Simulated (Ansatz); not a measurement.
**C₂H₃FO (singlet): the correlation ladder, cc-pVDZ**

The task here is to estimate one member of a computed series from the others.

Computed with Ansatz 0.2.0, Gaussian basis. Level: cc-pVDZ, core rule «outside noble gas», up to 4 orbitals frozen.

The runs, in order: UHF; CCSD(T) on RHF; CCSDT(Q) on RHF.

2 further runs of the same task are left out: 2 set aside as unsound or not needed.

## What is computed

The geometry is an MP2(full)/6-31G* stationary point (not a proven minimum).

7 atoms, charge 0, spin multiplicity 1.

Atoms are counted from 1 here; the program's logs count them from 0.

Bond lengths: C1–O2 1.198 Å, C1–F3 1.368 Å, C1–C4 1.493 Å, C4–H5 1.088 Å, C4–H6 1.092 Å, C4–H7 1.092 Å. Angles: O2–C1–F3 120.7°, O2–C1–C4 129.3°, F3–C1–C4 110.1°, C1–C4–H5 109.7°, C1–C4–H6 109.4°, C1–C4–H7 109.4°, H5–C4–H6 110.3°, H5–C4–H7 110.3°, H6–C4–H7 107.7°.

The first run:

in.yaml reads:

```yaml
crystal:
  periodic: [false, false, false]
  atoms:
    - {symbol: C, position_ang: [0.081969, 0.137779, 0.000000]}
    - {symbol: O, position_ang: [0.208620, 1.328582, 0.000000]}
    - {symbol: F, position_ang: [-1.161981, -0.431362, 0.000000]}
    - {symbol: C, position_ang: [1.131423, -0.924841, 0.000000]}
    - {symbol: H, position_ang: [2.117852, -0.465716, 0.000000]}
    - {symbol: H, position_ang: [1.006838, -1.557024, 0.881549]}
    - {symbol: H, position_ang: [1.006838, -1.557024, -0.881549]}
basis:
  gaussian: {orbitals: cc-pVDZ}
magnetization: {spin_polarized: true, initial_magnetization: 0}
hamiltonian: {xc: hf}
output: {orbitals: {seedname: orbitals}}
```

Started as:

```
ansatz run in.yaml --threads 1 --pin off --events-out ev --progress --plain --max-ram 3956MiB --backend cpu
```

Steps of the session up to this table: UHF; CCSD(T) on RHF; CCSDT(Q) on RHF.

One table of the session follows, with a row left open; its other results are not shown here.

It belongs to the step «Misses and costs». 

| method | from RCCSDT(Q) (kcal/mol) |
| --- | --- |
| RHF | +428.41 |
| RMP2 | ? |
| RCCSD | +13.45 |
| RCCSD(T) | +1.57 |
| RCCSDT | +1.14 |
| RCCSDT(Q) | 0 |

Q: Estimate the row for RMP2 from the others.

The run gave: from RCCSDT(Q) (kcal/mol): +27.25. In the column «from RCCSDT(Q) (kcal/mol)» it lies between RCCSD (+13.45) and RHF (+428.41).

With the free atoms at the same levels and basis (separate runs), the atomisation energy is 28.272 eV at RCCSDT(Q), 28.232 eV at RCCSD(T), 21.091 eV at RHF.
